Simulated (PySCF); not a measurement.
Reproducing measurements on trichlorofluoromethane

**What was measured.**

From NIST CCCBDB Release 22 (SRD 101), experimental dipoles, for the gas: dipole moment (microwave Stark effect, vibrational ground state) 0.46 ± 0.02 D.

From NIST CCCBDB Release 22 (SRD 101), experimental polarizabilities, for the gas: mean polarisability 8.249 Å³.

How close the calculation comes is told at the end.

Compound: trichlorofluoromethane, CCl₃F.
SMILES with atom numbers: `[F:1][C:2]([Cl:3])([Cl:4])[Cl:5]`

Geometry (GFN2-xTB, Å), atoms numbered from 1 in this order:
```xyz
5
CCl3F angstrom
F      0.0603   -0.1410    1.3961
C      0.0046   -0.0063    0.0667
Cl    -0.4579    1.6606   -0.3126
Cl     1.6028   -0.3706   -0.6039
Cl    -1.2011   -1.1397   -0.5634
```

Runs made with PySCF (gas phase, on this GFN2-xTB geometry; no spin–orbit coupling):

| level | job | basis functions |
| --- | --- | --- |
| PBE0/pcSseg-1 | shieldings, charges and field gradients | 106 |
| PBE0/cc-pVDZ | shieldings | 82 |
| B3LYP/def2-SVPD | 8 singlets by full TDDFT, 3 Tamm–Dancoff triplets, polarisability | 124 |
| PBE0/def2-SVPD | 6 singlets by full TDDFT, 2 Tamm–Dancoff triplets, polarisability | 124 |
| PBE0/pcX-1 | spin–spin couplings from 2 perturbed nuclei | 168 |

## Comparison

**Dipole moment.** Measured: 0.46 D (NIST CCCBDB Release 22 (SRD 101), experimental dipoles).

```csv
level,computed (D),computed − measured (D),% (from the printed values)
PBE0/pcSseg-1,0.41,-0.05,-11
PBE0/cc-pVDZ,0.28,-0.18,-39
B3LYP/def2-SVPD,0.41,-0.05,-11
PBE0/def2-SVPD,0.38,-0.08,-17
PBE0/pcX-1,0.41,-0.05,-11
```

All 5 levels lie below the measurement. The computed dipoles belong to one fixed geometry; measured ones are averaged over vibrations unless marked μe. Magnitudes are compared, not signs.

**Mean polarisability.** Measured: 8.249 Å³ (NIST CCCBDB Release 22 (SRD 101), experimental polarizabilities).

```tsv
level	computed (Å³)	computed − measured (Å³)	% (from the printed values)
B3LYP/def2-SVPD	8.489	+0.240	+3
PBE0/def2-SVPD	8.377	+0.128	+2
```

Closest is PBE0/def2-SVPD (+0.128 Å³), furthest B3LYP/def2-SVPD (+0.240 Å³); one molecule doesn't rank methods. The computed values are static and purely electronic, with core orbitals frozen in the response (1 au = 0.148185 Å³). The table of measured values doesn't say here whether a value is static or optical, or holds a vibrational part.

The geometry is computed, not the measured one. Where a level misses, the cause wasn't examined.
